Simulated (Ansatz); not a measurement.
Energy needed to pull apart CH4OS (SMILES CSO), closed shell, into free ground-state atoms, from the structure below (displaced at random from a GFN2-xTB minimum); no zero-point or spin–orbit terms; open-shell atoms are treated unrestricted, in their ground-state multiplicity.

| atom | x (Å) | y (Å) | z (Å) |
| --- | --- | --- | --- |
| C1 | -0.7146 | 0.5394 | -0.2173 |
| S2 | 0.9555 | 0.1995 | -0.5196 |
| O3 | 1.2397 | -1.2662 | 0.3332 |
| H4 | -1.2648 | -0.3558 | -0.6509 |
| H5 | -1.0106 | 1.1728 | -0.8771 |
| H6 | -0.8586 | 0.6771 | 0.8164 |
| H7 | 1.5789 | -1.0279 | 1.1827 |

Program: Ansatz 0.2.0. Basis: def2-TZVPP. Cores are frozen in the correlated methods.

| method | atomization energy (kJ/mol) |
| --- | --- |
| PBE-D4 | 2355 |
| BLYP-D4 | ? |
| r2SCAN-D4 | 2300 |
| PBE0-D4 | ? |
| HSE06-D4 | 2295 |
| wB97M-V | 2310 |
| HF | 1540 |
| MP2 | 2261 |
| CCSD | 2182 |
| CCSD(T) | 2223 |

Problem. What does PBE0-D4 give? (To be estimated.)

Solution. By the calculation: 2293 kJ/mol, which is about 70 kJ/mol more than CCSD(T)/def2-TZVPP.

Problem. What does BLYP-D4 give? (Judge from chemistry; the value comes from the calculation.)

Solution. The calculation gives: 2299 kJ/mol, which is about 76 kJ/mol more than CCSD(T)/def2-TZVPP.

In triple zeta the MP2 and coupled-cluster atomization energies are still short of their basis limit by a few kcal/mol a bond, whereas those of the functionals are nearly converged, so these differences are not deviations from converged CCSD(T).

No T1 diagnostic of these runs exceeds 0.012.

For scale, one of the runs: CCSD(T)/def2-TZVPP forces, 160 basis functions (an equivalent command: `ansatz run in.yaml --threads 4`). Time: 69 s of wall clock on 4 CPU threads; the host was shared. Peak host memory: 2.2 GiB.
